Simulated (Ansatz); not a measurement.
# The cluster Mo4+ (doublet): single points with varied inputs

How do the results and run time of the cluster Mo4+ (doublet) respond when the settings are drawn wide?

Program: Ansatz 0.2.0, Gaussian basis. Level of theory: the settings change from run to run. These are calculated values, not measurements.

2 further runs of the same task are left out: 2 set aside as unsound or not needed. Runs told in other sessions of the task aren't counted.

## 1. The relaxed structure

An earlier PBE-D4/def2-SVP relaxation fixed the geometry. Mo takes a core potential in def2 sets; no spin-orbit term is included.

4 atoms, charge 1, spin multiplicity 2.

Atoms are counted from 1 here; the program's logs count them from 0.

Bond lengths: Mo1–Mo2 2.634 Å, Mo1–Mo3 2.634 Å, Mo1–Mo4 2.111 Å, Mo2–Mo3 2.110 Å, Mo2–Mo4 2.633 Å, Mo3–Mo4 2.633 Å. Angles: Mo2–Mo1–Mo3 47.2°, Mo2–Mo1–Mo4 66.4°, Mo3–Mo1–Mo4 66.4°, Mo1–Mo2–Mo3 66.4°, Mo1–Mo2–Mo4 47.2°, Mo3–Mo2–Mo4 66.4°, Mo1–Mo3–Mo2 66.4°, Mo1–Mo3–Mo4 47.2°, Mo2–Mo3–Mo4 66.4°, Mo1–Mo4–Mo2 66.4°, Mo1–Mo4–Mo3 66.4°, Mo2–Mo4–Mo3 47.2°.

## 2. RPA/def2-mTZVP

Options: multiplicity 4, correlated electrons set to all.

Contents of in.yaml:

```yaml
crystal:
  periodic: [false, false, false]
  atoms:
    - {symbol: Mo, position_ang: [1.256769, 0.425845, 0.728510]}
    - {symbol: Mo, position_ang: [-0.199843, 0.328021, -1.463995]}
    - {symbol: Mo, position_ang: [-1.328361, 0.665648, 0.286867]}
    - {symbol: Mo, position_ang: [0.271435, -1.419514, 0.448629]}
basis:
  gaussian: {orbitals: def2-mTZVP}
total_charge: 1
magnetization: {spin_polarized: true, initial_magnetization: 3}
hamiltonian: {xc: {name: HF}}
correlation: {method: rpa, electrons: all}
scf: {omitted_lower_state_checks: [starts]}
```

Started as:

```
$ ansatz run in.yaml --threads 4 --pin off --events-out ev --progress --plain --max-ram 3916MiB
```

What it wrote:

```text
Functional definition: HF
  name "HF"
  cite "Fock, Z. Phys. 61, 126 (1930) doi:10.1007/BF01340294"
  parent pbe
  exchange = exact_x
  correlation = 0
these checks for a lower state are left out or cut short: starts
1520 factors; integrals over basis functions are off by at most 1.3e-4 eV
mean field evaluation 1: about -7324.5351 eV, gradient 4.0e1 eV
mean field evaluation 2: about -7324.6244 eV, gradient 4.0e1 eV
mean field evaluation 4: about -7330.9791 eV, gradient 1.8e1 eV
mean field evaluation 8: about -7333.0227 eV, gradient 1.1e0 eV
mean field evaluation 16: about -7333.5335 eV, gradient 1.5e0 eV
mean field evaluation 32: about -7339.3807 eV, gradient 6.8e-1 eV
mean field -7339.38458593 eV, -269.7174087193 hartree, gradient 3.4e-6 eV, S^2 9.942817; 0 other end points of the search recorded, 0 dependent functions left out
reference -7339.38458593 eV, -269.7174087193 hartree; 29, 26 occupied and 103, 106 virtual orbitals, 1520 factors
Total energy: -7363.74674176 eV, -270.6127014329 hartree
Checks for a lower state left out: starts
```

Run time: 6.5 s. Hardware: 4 threads of Intel Xeon Platinum 8488C, shared host.

⟨S²⟩ 9.943. The spin excess of 6.19 shows a contaminated determinant.

## 3. revPBE/def2-SVP

Set apart from the defaults: charge +2, multiplicity 1, a point charge of 2.00 e beside it, D3(BJ) with three-body dispersion.

Contents of in.yaml:

```yaml
crystal:
  periodic: [false, false, false]
  atoms:
    - {symbol: Mo, position_ang: [1.256769, 0.425845, 0.728510]}
    - {symbol: Mo, position_ang: [-0.199843, 0.328021, -1.463995]}
    - {symbol: Mo, position_ang: [-1.328361, 0.665648, 0.286867]}
    - {symbol: Mo, position_ang: [0.271435, -1.419514, 0.448629]}
basis:
  gaussian: {orbitals: def2-SVP, point_charges: [{charge: 2.00, position_ang: [4.524, 0.573, 0.087]}]}
total_charge: 2
hamiltonian: {xc: {name: revPBE}, dispersion: d3bjatm}
```

The command is unchanged.

What it wrote (excerpt; [...] marks lines left out):

```text
Functional definition: revPBE
  name "revPBE"
  cite "Zhang & Yang, Phys. Rev. Lett. 80, 890 (1998) doi:10.1103/PhysRevLett.80.890"
  cite "Perdew, Burke & Ernzerhof, Phys. Rev. Lett. 77, 3865 (1996) doi:10.1103/PhysRevLett.77.3865"
[...]
1212 factors; their error is unknown
[...]
mean field -7400.74036903 eV, -271.9721921598 hartree, gradient 1.4e-5 eV, S^2 0.000000; 6 other end points of the search recorded, 0 dependent functions left out
reference -7400.74043101 eV, -271.9721944374 hartree; 27, 27 occupied and 97, 97 virtual orbitals, 1212 factors
Total energy: -7401.34073688 eV, -271.9942552715 hartree
```

Run time: 6 s. Hardware: 4 threads of Intel Xeon Platinum 8488C, shared host.

## 4. PBE0/def2-TZVPD

Set apart from the defaults: atoms shaken by 0.08 Å.

Contents of in.yaml:

```yaml
crystal:
  periodic: [false, false, false]
  atoms:
    - {symbol: Mo, position_ang: [1.329335, 0.440967, 0.609361]}
    - {symbol: Mo, position_ang: [-0.136024, 0.466345, -1.554268]}
    - {symbol: Mo, position_ang: [-1.239458, 0.457458, 0.316425]}
    - {symbol: Mo, position_ang: [0.327095, -1.363454, 0.488475]}
basis:
  gaussian: {orbitals: def2-TZVPD}
total_charge: 1
magnetization: {spin_polarized: true, initial_magnetization: 1}
hamiltonian: {xc: {name: PBE0}}
scf: {omitted_lower_state_checks: [starts]}
output: {forces: true}
```

The command is unchanged.

What it wrote (excerpt; [...] marks lines left out):

```text
Functional definition: PBE0
  name "PBE0"
  cite "Adamo & Barone, J. Chem. Phys. 110, 6158 (1999) doi:10.1063/1.478522"
  cite "Perdew, Burke & Ernzerhof, Phys. Rev. Lett. 77, 3865 (1996) doi:10.1103/PhysRevLett.77.3865"
  parent pbe
[...]
1428 factors; integrals over basis functions are off by at most 7.9e-4 eV
[...]
mean field -7413.02519237 eV, -272.4236510908 hartree, gradient 3.2e-6 eV, S^2 1.584875; 0 other end points of the search recorded, 0 dependent functions left out
[...]
reference -7413.02522967 eV, -272.4236524613 hartree; 28, 27 occupied and 132, 133 virtual orbitals, 1428 factors
Total energy: -7413.02522967 eV, -272.4236524613 hartree
Atom 0 at     1.329335     0.440967     0.609361 Å, force     0.139441     0.122115     0.287531 eV/Å
Atom 1 at    -0.136024     0.466345    -1.554268 Å, force    -0.526433    -0.682694     1.315369 eV/Å
Atom 2 at    -1.239458     0.457458     0.316425 Å, force    -0.664062     1.506117    -0.975053 eV/Å
Atom 3 at     0.327095    -1.363454     0.488475 Å, force     1.051054    -0.945539    -0.627848 eV/Å
Dipole moment:     0.063867     0.042499    -0.037814 e Å
Checks for a lower state left out: starts
```

It took 12 s on 4 threads of Intel Xeon Platinum 8488C, shared host; peak memory 0.7 GiB.

Largest force 1.913 eV/Å, ⟨S²⟩ 1.585. The spin excess of 0.83 shows a contaminated determinant.

## 5. All runs side by side

```
          level  charge  multiplicity               geometry  functions  energy (eV)   time
 RPA/def2-mTZVP       1             4                relaxed        132    -7363.747  6.5 s
revPBE/def2-SVP       2             1  relaxed, point charge        124    -7401.341    6 s
PBE0/def2-TZVPD       1             2                 shaken        160    -7413.025   12 s
```

## 6. Results

| quantity | value |
| --- | --- |
| runs | 3 |
| quickest | revPBE/def2-SVP, 6 s |
| slowest | PBE0/def2-TZVPD, 12 s |

**Reading.** The runs differ in state or geometry as well as level, so their energies can't be set against each other. The times lie within a factor of two.
